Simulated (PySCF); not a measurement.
Two species compared at the same levels of theory.

First species: isopropyl isocyanide, C₄H₇N.
Bonds: C1–N2 (triple), N2–C3, C3–C4, C3–C5. Hydrogens: H6 on C3; H7, H8, H9 on C4; H10, H11, H12 on C5.

Second species: C4H4S.
SMILES: `c1ccsc1`

Levels: PBE0/pcSseg-1 for dipole moment, HOMO energy, LUMO energy and HOMO–LUMO gap; PBE0-D3(BJ)/def2-SVP for rotational constant A and rotational constant C. Geometries: PBE0-D3(BJ)/def2-SVP. Each species is one conformer at its optimised geometry, gas phase, non-relativistic unless stated. Electronic properties by PySCF.

Task: Which of the two has the higher HOMO–LUMO gap, and by how much?

Result: The first: 9.21 eV against 6.51 eV, a difference of 2.70 eV.

Task: Which has the higher dipole moment?

Result: The first: 3.90 D against 0.49 D, a difference of 3.41 D.

Task: Which has the higher HOMO energy?

Result: The second: -6.94 eV against -8.51 eV, a difference of 1.57 eV.

Task: Which has the higher rotational constant A?

Result: The second: 8.045 GHz against 7.983 GHz, a difference of 0.062 GHz.

Task: Which has the higher LUMO energy?

Result: The first: 0.70 eV against -0.43 eV, a difference of 1.13 eV.

Task: Which has the higher rotational constant C?

Result: The second: 3.234 GHz against 3.093 GHz, a difference of 0.141 GHz.

On the first: In atomic units the dipole is 1.54 e·bohr (1 au = 2.5417 D).

On the second: The dipole equals about 1.6 × 10⁻³⁰ C·m (1 D = 3.33564 × 10⁻³⁰ C·m). Point group C2v permits a dipole; with 0.49 D the species has a pure rotational spectrum.
